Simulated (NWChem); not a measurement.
System: NO anion, triplet

```xyz
2

N      0.0000     0.0000    -0.6785
O      0.0000     0.0000     0.5937
```
Atoms are numbered in this order, from 1.

Results from NWChem. Pople sets run with spherical d functions. Spin-unrestricted. Sets without diffuse functions describe the anion's extra electron poorly. The geometry was optimised at B3LYP/def2-SVPD, spin-unrestricted. No stability test was run on the SCF state. The highest occupied level is positive in some or all of these runs, so the extra electron may be held by the finite basis. Level r2SCAN/6-31G*: energy and gradient on several grids; changes count from the extra-fine grid, which is no exact limit either.

```tsv
grid	size of the energy change (μHa)	largest change of a gradient component (μHa/bohr)
xcoarse	300	3000
coarse	70	200
medium	< 10	60
fine	< 10	< 30
xfine	< 10	< 30
```
